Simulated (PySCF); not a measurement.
Acetylene, C₂H₂, SMILES C#C, B3LYP/def2-SVP optimised geometry.

```
4

C      0.60     0.00     0.00
C     -0.60     0.00     0.00
H      1.68     0.00     0.00
H     -1.68     0.00     0.00
```

Density from B3LYP/def2-TZVP run with PySCF 2.14.0 at that geometry.

Minimum of the electron density along straight lines between bonded atoms, close to the bond critical point (lines longer than 1.1 times the sum of covalent radii, or with two minima, are not listed):

```tsv
bond	length / Å	ρ at the minimum / e bohr⁻³	∇²ρ there / e bohr⁻⁵	position (fraction from the first atom)
C1–C2	1.209	0.415	-1.18	0.50
C1–H3	1.074	0.286	-1.05	0.66
C2–H4	1.074	0.286	-1.05	0.66
```
